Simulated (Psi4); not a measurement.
O$_{2}$S, charge +1, doublet, at a GFN2-xTB geometry (a state made from the parent by changing its charge; the spin is typed, not shown lowest).

Here is a job for Psi4.
```
memory 2 GB

molecule {
1 2
  S     0.01164702   -0.00345740    0.31572720
  O    -0.03156227    1.26296905   -0.30120014
  O     0.00826823   -1.25605426   -0.33025426
}

set basis sto-3g
set reference uhf

energy('mp2')
print_variables()
```

Predict the SCF-reference <S^2> from MP2/STO-3G run with Psi4 1.11.

0.791

Estimate the MP2 correlation energy that MP2/STO-3G returns for this input.

-0.2365 Eh

Predict the total energy from MP2/STO-3G.

-540.543000 Ha

Estimate the nuclear repulsion energy that MP2/STO-3G returns for this input.

109.5631 Eh

Give the number of basis functions at the level MP2/STO-3G.

19

These values belong to the state on which the SCF converged, which isn't shown to be the lowest.
